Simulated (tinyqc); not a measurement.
A ladder of methods, and size consistency: correlation methods against full CI in the sto-3g basis, for H2O, spin multiplicity 1. Computed by the program tinyqc with PySCF. Command: `OMP_NUM_THREADS=1 python tinyqc.py 111174 111175 out.jsonl`; one thread of a shared host (Intel(R) Xeon(R) Processor @ 2.60GHz), about 0.9 s.

Geometry (angstrom):
```
atom       x        y       z
O     0.0000   0.0000  0.0000
H     0.0000   0.8280  0.6880
H     0.0000  -0.8280  0.6880
```

RHF energy of one = -74.951357 hartree

All electrons correlated; +Q is the Davidson correction (1 - c0^2) E_corr. The last columns treat two copies 100 angstrom apart as one system. FCI is the lowest singlet.

Correlation energies (hartree):
```
method   E_corr of one  share of FCI (%)  E_corr of two at 100 angstrom  two minus twice one (mhartree)
MP2           -0.04728            70.016                       -0.09456                           0.000
CISD          -0.06600            97.733                       -0.12698                           5.016
CISD+Q        -0.06872           101.757                       -0.13626                           1.176
CCSD          -0.06734            99.718                       -0.13468                           0.000
CCSD(T)       -0.06743            99.845                       -0.13485                           0.000
FCI           -0.06753           100.000                              -                               -
```

MP2 recovers 70 %, CISD 97.7 % and CCSD 99.7 % of the FCI value (c0^2 = 0.959 in CISD). MP2 and coupled cluster are size consistent, so their last column vanishes; CISD loses 5.02 mhartree, since a double excitation on each copy is a quadruple of the pair, and the Davidson correction leaves +1.18.
